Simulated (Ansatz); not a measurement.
# H3OSi with multiplicity 2: reaction (1,2-shift), part 1 of 2

Aim: the minimum-energy path and barrier of the reaction (1,2-shift). The ends are relaxed first, then joined by a nudged elastic band. Meant to form: O3–H1; to break: Si2–H1. The start is a guess near the saddle point, from which both ends are pulled out.

Program: Ansatz 0.2.0. Level of theory: UKS PBE0/def2-TZVP. These are calculated values, not measurements.

## (1) The system as given

Bond lengths: Si2–O3 1.634 Å, Si2–H4 1.459 Å, Si2–H5 1.457 Å. Angles: O3–Si2–H4 113.6°, O3–Si2–H5 114.3°, H4–Si2–H5 112.3°.

As a file:

```xyz
5

H    -1.1754   -0.8503   -0.2080
Si    0.0256    0.3111    0.1452
O    -0.0801   -1.1333   -0.6119
H     0.7838    0.2634    1.3905
H     0.4462    1.4092   -0.7157
```

## (2) A restrained relaxation towards end A

Springs on the bonds that form and break draw the guess towards this end; the thresholds are loose.

input.yaml

```yaml
crystal:
  periodic: [false, false, false]
  atoms:
    - { symbol: H, position_ang: [-1.1754, -0.8503, -0.208] }
    - { symbol: Si, position_ang: [0.0256, 0.3111, 0.1452] }
    - { symbol: O, position_ang: [-0.0801, -1.1333, -0.6119] }
    - { symbol: H, position_ang: [0.7838, 0.2634, 1.3905] }
    - { symbol: H, position_ang: [0.4462, 1.4092, -0.7157] }
magnetization:
  spin_polarized: true
  initial_magnetization: 1
basis:
  gaussian: { orbitals: def2-TZVP }
hamiltonian:
  xc: pbe0
relax:
  f_tol: 0.15
  max_steps: 25
  restrain:
    - { distance: [2, 0], at: 2.27, k: 30.0 }
    - { distance: [1, 0], at: 1.42, k: 30.0 }
```

Started as:

```
$ ansatz run input.yaml --threads 2 --pin off --max-ram 3072MiB --backend cpu --events-out ev --progress --plain --runs-dir out
```

What it wrote, shortened:

```text
Warning: RAYON_NUM_THREADS=2 ignored (pool sized by the plan → 2); use --threads N
[...]
Functional definition: PBE0
[...]
551 factors; their error is unknown
[...]
mean field -9967.11007877 eV, -366.2845394449 hartree, gradient 7.2e-5 eV, S^2 0.755106; 0 other end points of the search recorded, 0 dependent functions left out
[...]
reference -9967.11010529 eV, -366.2845404194 hartree; 13, 12 occupied and 73, 74 virtual orbitals, 551 factors
relax step   1: F+E_penalty+E_count = -9967.11007877 eV  Δ(F+E_penalty+E_count) = +0.000e0 eV  max|allowed force component| = 3.538e0 eV/Å  E_restraint = 18.37563754 eV  max|allowed force component, restraints' pulls added| = 2.570e1 eV/Å  Δτ_max = 0.0000 Å  (28 SCF iters, accepted)
[...]
relax step   6: F+E_penalty+E_count = -9967.39002762 eV  Δ(F+E_penalty+E_count) = -1.555e-1 eV  max|allowed force component| = 9.171e-1 eV/Å  E_restraint = 0.01750046 eV  max|allowed force component, restraints' pulls added| = 3.615e-1 eV/Å  Δτ_max = 0.1077 Å  (50 SCF iters, accepted)
[...]
relax step   7: F+E_penalty+E_count = -9967.39435168 eV  Δ(F+E_penalty+E_count) = -4.324e-3 eV  max|allowed force component| = 9.994e-1 eV/Å  E_restraint = 0.01068199 eV  max|allowed force component, restraints' pulls added| = 1.143e-1 eV/Å  Δτ_max = 0.0442 Å  (52 SCF iters, accepted)
  distance O 2 - H 0 = 2.2793 Å
  distance Si 1 - H 0 = 1.4450 Å
551 factors; their error is unknown
[...]
mean field -9967.39435168 eV, -366.2949862819 hartree, gradient 9.9e-7 eV, S^2 0.754807; 3 other end points of the search recorded, 0 dependent functions left out
[...]
reference -9967.39437697 eV, -366.2949872112 hartree; 13, 12 occupied and 73, 74 virtual orbitals, 551 factors
Total energy: -9967.39437697 eV, -366.2949872112 hartree
Atom 0 at    -1.370027    -0.294482     0.096859 Å, force    -0.999360    -0.075933     0.145335 eV/Å
Atom 1 at     0.027923     0.065093     0.030123 Å, force     0.723269     0.300919     0.028796 eV/Å
Atom 2 at     0.479308    -1.284406    -0.795015 Å, force     0.265234    -0.177779    -0.150009 eV/Å
Atom 3 at     0.629316     0.180111     1.383669 Å, force     0.008708    -0.027938     0.001212 eV/Å
Atom 4 at     0.233580     1.333784    -0.715536 Å, force     0.002149    -0.019268    -0.025334 eV/Å
Dipole moment:    -0.079706     0.300708     0.179684 e Å
```

Wall time 16 s (2 threads of Arm Neoverse V1, shared host); peak memory 0.18 GiB.

Relaxation path:

```csv
step,energy from step 1 (eV),largest force component (eV/Å)
1,0.0000,3.5383
2,0.6686,1.7371
3,0.3180,1.5573
4,-0.0793,1.5450
5,-0.1245,2.4717
6,-0.2799,0.9171
7,-0.2843,0.9994
```

Step 1 is the start. Energies and forces in the table leave out the springs, which the log lists apart; the run stops on the force with the springs' pull added.

After: Bond lengths: H1–Si2 1.445 Å, Si2–O3 1.645 Å, Si2–H4 1.486 Å, Si2–H5 1.486 Å. Angles: H1–Si2–O3 94.8°, H1–Si2–H4 111.6°, H1–Si2–H5 111.7°, O3–Si2–H4 114.2°, O3–Si2–H5 114.3°, H4–Si2–H5 109.6°.

Pairs that crossed the distance rule for bonds on the way: came closer H1–Si2.

## (3) Relaxing end A

It starts where the restrained run ended.

input.yaml

```yaml
crystal:
  periodic: [false, false, false]
  atoms:
    - { symbol: H, position_ang: [-1.370027, -0.294482, 0.096859] }
    - { symbol: Si, position_ang: [0.027923, 0.065093, 0.030123] }
    - { symbol: O, position_ang: [0.479308, -1.284406, -0.795015] }
    - { symbol: H, position_ang: [0.629316, 0.180111, 1.383669] }
    - { symbol: H, position_ang: [0.23358, 1.333784, -0.715536] }
magnetization:
  spin_polarized: true
  initial_magnetization: 1
basis:
  gaussian: { orbitals: def2-TZVP }
hamiltonian:
  xc: pbe0
relax:
  f_tol: 0.03
  max_steps: 50
```

Started as:

```
$ ansatz run input.yaml --threads 2 --pin off --max-ram 3072MiB --backend cpu --events-out ev --progress --plain --runs-dir out
```

What it wrote, shortened:

```text
Warning: RAYON_NUM_THREADS=2 ignored (pool sized by the plan → 2); use --threads N
[...]
Functional definition: PBE0
[...]
551 factors; their error is unknown
[...]
mean field -9967.39435153 eV, -366.2949862762 hartree, gradient 1.1e-6 eV, S^2 0.754808; 2 other end points of the search recorded, 0 dependent functions left out
[...]
reference -9967.39437694 eV, -366.2949872098 hartree; 13, 12 occupied and 73, 74 virtual orbitals, 551 factors
relax step   1: F+E_penalty+E_count = -9967.39435153 eV  Δ(F+E_penalty+E_count) = +0.000e0 eV  max|allowed force component| = 9.994e-1 eV/Å  Δτ_max = 0.0000 Å  (110 SCF iters, accepted)
[...]
relax step   6: F+E_penalty+E_count = -9967.43450619 eV  Δ(F+E_penalty+E_count) = -2.452e-5 eV  max|allowed force component| = 2.244e-2 eV/Å  Δτ_max = 0.0069 Å  (53 SCF iters, accepted)
[...]
relax step   7: F+E_penalty+E_count = -9967.43462037 eV  Δ(F+E_penalty+E_count) = -1.142e-4 eV  max|allowed force component| = 1.480e-3 eV/Å  Δτ_max = 0.0039 Å  (44 SCF iters, accepted)
551 factors; their error is unknown
[...]
mean field -9967.43462037 eV, -366.2964661289 hartree, gradient 9.4e-6 eV, S^2 0.754798; 3 other end points of the search recorded, 0 dependent functions left out
[...]
reference -9967.43464584 eV, -366.2964670648 hartree; 13, 12 occupied and 73, 74 virtual orbitals, 551 factors
Total energy: -9967.43464584 eV, -366.2964670648 hartree
Atom 0 at    -1.435805    -0.251681     0.132460 Å, force    -0.000152    -0.000092    -0.000236 eV/Å
Atom 1 at     0.021805     0.054748     0.025764 Å, force     0.001106    -0.001274     0.001125 eV/Å
Atom 2 at     0.551520    -1.277743    -0.805162 Å, force    -0.000620     0.000231    -0.000891 eV/Å
Atom 3 at     0.630050     0.158705     1.376941 Å, force    -0.000547     0.001480    -0.000689 eV/Å
Atom 4 at     0.232531     1.316072    -0.729903 Å, force     0.000213    -0.000345     0.000691 eV/Å
Dipole moment:    -0.103205     0.282631     0.174446 e Å
```

It took 22 s on 2 threads of Arm Neoverse V1, shared host; peak memory 0.18 GiB.

Step by step:

```
step  energy from step 1 (eV)  largest force component (eV/Å)
   1                   0.0000                          0.9994
   2                  -0.0338                          0.2863
  3x                  -0.0109                          0.8225
   4                  -0.0401                          0.0432
  5x                  -0.0359                          0.1272
   6                  -0.0402                          0.0224
   7                  -0.0403                          0.0015
```

Step 1 is the start. 2 steps were tried and not accepted (marked x).

After: Bond lengths: H1–Si2 1.493 Å, Si2–O3 1.657 Å, Si2–H4 1.485 Å, Si2–H5 1.485 Å. Angles: H1–Si2–O3 100.5°, H1–Si2–H4 110.4°, H1–Si2–H5 110.4°, O3–Si2–H4 112.4°, O3–Si2–H5 112.5°, H4–Si2–H5 110.2°.

## (4) Pulling towards end B

Springs on the bonds that form and break draw the guess towards this end; the thresholds are loose.

input.yaml

```yaml
crystal:
  periodic: [false, false, false]
  atoms:
    - { symbol: H, position_ang: [-1.1754, -0.8503, -0.208] }
    - { symbol: Si, position_ang: [0.0256, 0.3111, 0.1452] }
    - { symbol: O, position_ang: [-0.0801, -1.1333, -0.6119] }
    - { symbol: H, position_ang: [0.7838, 0.2634, 1.3905] }
    - { symbol: H, position_ang: [0.4462, 1.4092, -0.7157] }
magnetization:
  spin_polarized: true
  initial_magnetization: 1
basis:
  gaussian: { orbitals: def2-TZVP }
hamiltonian:
  xc: pbe0
relax:
  f_tol: 0.15
  max_steps: 25
  restrain:
    - { distance: [2, 0], at: 0.97, k: 30.0 }
    - { distance: [1, 0], at: 2.72, k: 30.0 }
```

Started as:

```
$ ansatz run input.yaml --threads 2 --pin off --max-ram 3072MiB --backend cpu --events-out ev --progress --plain --runs-dir out
```

What it wrote, shortened:

```text
Warning: RAYON_NUM_THREADS=2 ignored (pool sized by the plan → 2); use --threads N
[...]
Functional definition: PBE0
[...]
551 factors; their error is unknown
[...]
mean field -9967.11007877 eV, -366.2845394449 hartree, gradient 7.2e-5 eV, S^2 0.755106; 0 other end points of the search recorded, 0 dependent functions left out
[...]
reference -9967.11010529 eV, -366.2845404194 hartree; 13, 12 occupied and 73, 74 virtual orbitals, 551 factors
relax step   1: F+E_penalty+E_count = -9967.11007877 eV  Δ(F+E_penalty+E_count) = +0.000e0 eV  max|allowed force component| = 3.538e0 eV/Å  E_restraint = 16.17525989 eV  max|allowed force component, restraints' pulls added| = 2.403e1 eV/Å  Δτ_max = 0.0000 Å  (28 SCF iters, accepted)
[...]
  distance O 2 - H 0 = 0.9830 Å
  distance Si 1 - H 0 = 2.6410 Å
551 factors; their error is unknown
[...]
mean field -9968.17283222 eV, -366.3235949140 hartree, gradient 2.9e-5 eV, S^2 0.752238; 1 other end points of the search recorded, 0 dependent functions left out
[...]
reference -9968.17285813 eV, -366.3235958659 hartree; 13, 12 occupied and 73, 74 virtual orbitals, 551 factors
Total energy: -9968.17285813 eV, -366.3235958659 hartree
Atom 0 at    -1.187940    -1.524634    -0.571758 Å, force     0.872150     1.620611     0.701635 eV/Å
Atom 1 at     0.035683     0.637555     0.324094 Å, force    -1.087298    -1.888949    -0.767035 eV/Å
Atom 2 at    -0.567856    -0.795581    -0.347674 Å, force     0.201229     0.285810     0.081724 eV/Å
Atom 3 at     1.035111     0.277511     1.372668 Å, force     0.002151     0.002803    -0.024972 eV/Å
Atom 4 at     0.685102     1.405250    -0.777230 Å, force     0.011768    -0.020275     0.008648 eV/Å
Dipole moment:    -0.175623    -0.137475    -0.019362 e Å
```

Wall time 12 s (2 threads of Arm Neoverse V1, shared host); peak memory 0.14 GiB.

The steps of the relaxation:

```
step  energy from step 1 (eV)  largest force component (eV/Å)
   1                   0.0000                          3.5383
   2                  -0.3281                          4.8163
   3                  -0.4978                          3.7710
   4                  -0.6582                          3.3994
   5                  -0.9463                          3.1769
   6                  -1.0893                          2.4371
   7                  -1.0334                          1.8940
   8                  -1.0115                          2.1751
   9                  -1.0628                          1.8889
```

Step 1 is the start. Energies and forces in the table leave out the springs, which the log lists apart; the run stops on the force with the springs' pull added.

After: Bond lengths: H1–O3 0.983 Å, Si2–O3 1.694 Å, Si2–H4 1.493 Å, Si2–H5 1.491 Å. Angles: H1–O3–Si2 160.5°, O3–Si2–H4 108.2°, O3–Si2–H5 107.3°, H4–Si2–H5 110.6°.

Pairs that crossed the distance rule for bonds on the way: came closer H1–O3.

## (5) Relaxing end B

It starts where the restrained run ended.

input.yaml

```yaml
crystal:
  periodic: [false, false, false]
  atoms:
    - { symbol: H, position_ang: [-1.18794, -1.524634, -0.571758] }
    - { symbol: Si, position_ang: [0.035683, 0.637555, 0.324094] }
    - { symbol: O, position_ang: [-0.567856, -0.795581, -0.347674] }
    - { symbol: H, position_ang: [1.035111, 0.277511, 1.372668] }
    - { symbol: H, position_ang: [0.685102, 1.40525, -0.77723] }
magnetization:
  spin_polarized: true
  initial_magnetization: 1
basis:
  gaussian: { orbitals: def2-TZVP }
hamiltonian:
  xc: pbe0
relax:
  f_tol: 0.03
  max_steps: 50
```

Started as:

```
$ ansatz run input.yaml --threads 2 --pin off --max-ram 3072MiB --backend cpu --events-out ev --progress --plain --runs-dir out
```

What it wrote, shortened:

```text
Warning: RAYON_NUM_THREADS=2 ignored (pool sized by the plan → 2); use --threads N
[...]
Functional definition: PBE0
[...]
551 factors; their error is unknown
[...]
mean field -9968.17283688 eV, -366.3235950852 hartree, gradient 3.9e-5 eV, S^2 0.752238; 0 other end points of the search recorded, 0 dependent functions left out
[...]
reference -9968.17286288 eV, -366.3235960405 hartree; 13, 12 occupied and 73, 74 virtual orbitals, 551 factors
relax step   1: F+E_penalty+E_count = -9968.17283688 eV  Δ(F+E_penalty+E_count) = +0.000e0 eV  max|allowed force component| = 1.889e0 eV/Å  Δτ_max = 0.0000 Å  (26 SCF iters, accepted)
[...]
relax step   4: F+E_penalty+E_count = -9968.44434265 eV  Δ(F+E_penalty+E_count) = -7.048e-2 eV  max|allowed force component| = 6.816e-1 eV/Å  Δτ_max = 0.0667 Å  (29 SCF iters, accepted)
[...]
relax step  15: F+E_penalty+E_count = -9968.60210180 eV  Δ(F+E_penalty+E_count) = -1.141e-4 eV  max|allowed force component| = 1.103e-2 eV/Å  Δτ_max = 0.0045 Å  (30 SCF iters, accepted)
551 factors; their error is unknown
[...]
mean field -9968.60210180 eV, -366.3393702798 hartree, gradient 4.3e-5 eV, S^2 0.752176; 1 other end points of the search recorded, 0 dependent functions left out
[...]
reference -9968.60212759 eV, -366.3393712276 hartree; 13, 12 occupied and 73, 74 virtual orbitals, 551 factors
Total energy: -9968.60212759 eV, -366.3393712276 hartree
Atom 0 at    -0.988724    -1.427893    -0.167459 Å, force    -0.005074    -0.007801     0.007197 eV/Å
Atom 1 at    -0.030509     0.582164     0.212513 Å, force     0.000878     0.008985     0.008332 eV/Å
Atom 2 at    -0.564358    -0.719330    -0.653304 Å, force     0.000717    -0.005615    -0.011030 eV/Å
Atom 3 at     0.836260     0.157113     1.356817 Å, force    -0.001106    -0.004470     0.001611 eV/Å
Atom 4 at     0.747431     1.408048    -0.748467 Å, force     0.004585     0.008901    -0.006110 eV/Å
Dipole moment:    -0.104129    -0.162102     0.209989 e Å
```

Wall time 18 s (2 threads of Arm Neoverse V1, shared host); peak memory 0.14 GiB.

Step by step:

| step | energy from step 1 (eV) | largest force component (eV/Å) |
| --- | --- | --- |
| 1 | 0.0000 | 1.8889 |
| 2 | -0.1266 | 1.1944 |
| 3 | -0.2010 | 0.5924 |
| 4 | -0.2715 | 0.6816 |
| 5 | -0.2751 | 2.7214 |
| 6 | -0.3779 | 0.6062 |
| 7 | -0.3904 | 0.5779 |
| 8x | -0.2964 | 2.1041 |
| 9 | -0.4113 | 0.3474 |
| 10x | -0.3945 | 1.3149 |
| 11 | -0.4195 | 0.1983 |
| 12 | -0.4251 | 0.0974 |
| 13 | -0.4283 | 0.0817 |
| 14 | -0.4292 | 0.0373 |
| 15 | -0.4293 | 0.0110 |

Step 1 is the start. 2 steps were tried and not accepted (marked x).

After: Bond lengths: H1–O3 0.958 Å, Si2–O3 1.652 Å, Si2–H4 1.497 Å, Si2–H5 1.487 Å. Angles: H1–O3–Si2 117.4°, O3–Si2–H4 111.3°, O3–Si2–H5 105.5°, H4–Si2–H5 110.4°.

## (6) Nudged elastic band

crystal.atoms is end A as relaxed above, and neb.final_atoms is end B, turned to lie on A. With 7 inner images the band has 9 in all. The start path is listed, through a guess of the saddle.

input.yaml

```yaml
crystal:
  periodic: [false, false, false]
  atoms:
    - { symbol: H, position_ang: [-1.435805, -0.251681, 0.13246] }
    - { symbol: Si, position_ang: [0.021805, 0.054748, 0.025764] }
    - { symbol: O, position_ang: [0.55152, -1.277743, -0.805162] }
    - { symbol: H, position_ang: [0.63005, 0.158705, 1.376941] }
    - { symbol: H, position_ang: [0.232531, 1.316072, -0.729903] }
magnetization:
  spin_polarized: true
  initial_magnetization: 1
basis:
  gaussian: { orbitals: def2-TZVP }
hamiltonian:
  xc: pbe0
neb:
  order_check: false
  images: 7
  f_tol: 0.03
  max_iterations: 60
  final_atoms:
    - { symbol: H, position_ang: [-0.99515095, -1.42899811, -0.11016907] }
    - { symbol: Si, position_ang: [-0.04296157, 0.60552406, 0.12844942] }
    - { symbol: O, position_ang: [-0.49201257, -0.79512646, -0.62324986] }
    - { symbol: H, position_ang: [0.65398579, 0.329353, 1.4243593] }
    - { symbol: H, position_ang: [0.87624031, 1.28934852, -0.81928979] }
  initial_path:
    images:
      - { positions_ang: [[-1.435805, -0.251681, 0.13246], [0.021805, 0.054748, 0.025764], [0.55152, -1.277743, -0.805162], [0.63005, 0.158705, 1.376941], [0.232531, 1.316072, -0.729903]] }
      - { positions_ang: [[-1.37020201, -0.40203601, 0.04737997], [0.02262471, 0.11870642, 0.05592181], [0.39402104, -1.24106484, -0.75794491], [0.66935778, 0.18406612, 1.37999196], [0.28429948, 1.34042931, -0.72524882]] }
      - { positions_ang: [[-1.30459901, -0.55239102, -0.03770006], [0.02344443, 0.18266485, 0.08607961], [0.23652208, -1.20438669, -0.71072782], [0.70866555, 0.20942724, 1.38304291], [0.33606795, 1.36478662, -0.72059464]] }
      - { positions_ang: [[-1.23899602, -0.70274603, -0.1227801], [0.02426414, 0.24662327, 0.11623742], [0.07902312, -1.16770853, -0.66351072], [0.74797333, 0.23478836, 1.38609387], [0.38783643, 1.38914393, -0.71594046]] }
      - { positions_ang: [[-1.17339303, -0.85310104, -0.20786013], [0.02508386, 0.3105817, 0.14639522], [-0.07847584, -1.13103037, -0.61629363], [0.78728111, 0.26014948, 1.38914482], [0.43960491, 1.41350124, -0.71128628]] }
      - { positions_ang: [[-1.12883251, -0.99707531, -0.18343736], [0.0080725, 0.38431729, 0.14190877], [-0.18186002, -1.0470544, -0.61803269], [0.75395728, 0.27745036, 1.39794844], [0.54876376, 1.38246306, -0.73828716]] }
      - { positions_ang: [[-1.08427199, -1.14104957, -0.1590146], [-0.00893886, 0.45805288, 0.13742232], [-0.28524421, -0.96307842, -0.61977174], [0.72063345, 0.29475124, 1.40675206], [0.65792261, 1.35142488, -0.76528804]] }
      - { positions_ang: [[-1.03971147, -1.28502384, -0.13459184], [-0.02595021, 0.53178847, 0.13293587], [-0.38862839, -0.87910244, -0.6215108], [0.68730962, 0.31205212, 1.41555568], [0.76708146, 1.3203867, -0.79228891]] }
      - { positions_ang: [[-0.99515095, -1.42899811, -0.11016907], [-0.04296157, 0.60552406, 0.12844942], [-0.49201257, -0.79512646, -0.62324986], [0.65398579, 0.329353, 1.4243593], [0.87624031, 1.28934852, -0.81928979]] }
```

Started as:

```
$ ansatz run input.yaml --threads 2 --pin off --max-ram 3072MiB --backend cpu --events-out ev --progress --plain --runs-dir out
```

What it wrote, shortened:

```text
Warning: RAYON_NUM_THREADS=2 ignored (pool sized by the plan → 2); use --threads N
[...]
Functional definition: PBE0
[...]
551 factors; their error is unknown
[...]
mean field -9967.43461803 eV, -366.2964660426 hartree, gradient 5.3e-6 eV, S^2 0.754798; 2 other end points of the search recorded, 0 dependent functions left out
[...]
reference -9967.43464338 eV, -366.2964669744 hartree; 13, 12 occupied and 73, 74 virtual orbitals, 551 factors
551 factors; their error is unknown
mean field -9968.60209662 eV, -366.3393700897 hartree, gradient 3.7e-5 eV, S^2 0.752176; 0 other end points of the search recorded, 0 dependent functions left out
[...]
reference -9968.60212277 eV, -366.3393710507 hartree; 13, 12 occupied and 73, 74 virtual orbitals, 551 factors
NEB end point (image 0): max|allowed force component| = 1.483e-3 eV/Å (the criterion of neb.relax_end_points is 1.000e-2)
[...]
NEB iter   7: max|band force component| = 6.856e-2 eV/Å  barrier→ = 0.7776 eV  barrier← = 1.9451 eV  CI = image 3  Δτ_max = 0.0037 Å  (225 SCF iters)
NEB iter   8: max|band force component| = 5.104e-2 eV/Å  barrier→ = 0.7776 eV  barrier← = 1.9451 eV  CI = image 3  Δτ_max = 0.0008 Å  (179 SCF iters)
[...]
NEB iter   9: max|band force component| = 2.193e-2 eV/Å  barrier→ = 0.7776 eV  barrier← = 1.9451 eV  CI = image 3  Δτ_max = 0.0000 Å  (409 SCF iters)
Total energy: -9966.65699688 eV, -366.2678889926 hartree
Atom 0 at    -1.189355    -0.682899    -0.152424 Å, force     0.000042     0.000077     0.000000 eV/Å
Atom 1 at     0.096634     0.197503     0.089808 Å, force    -0.000006    -0.000086     0.000016 eV/Å
Atom 2 at     0.003327    -1.225507    -0.668650 Å, force    -0.000037    -0.000185    -0.000084 eV/Å
Atom 3 at     0.740861     0.277013     1.426909 Å, force     0.000025     0.000047     0.000116 eV/Å
Atom 4 at     0.348634     1.433991    -0.695544 Å, force    -0.000025     0.000147    -0.000048 eV/Å
Dipole moment:     0.020110     0.400142     0.214404 e Å
this run last wrote the band of iteration 9 to <dir>
```

Wall time 86 s (2 threads of Arm Neoverse V1, shared host); peak memory 0.18 GiB.

(Continued in part 2 of 2.)
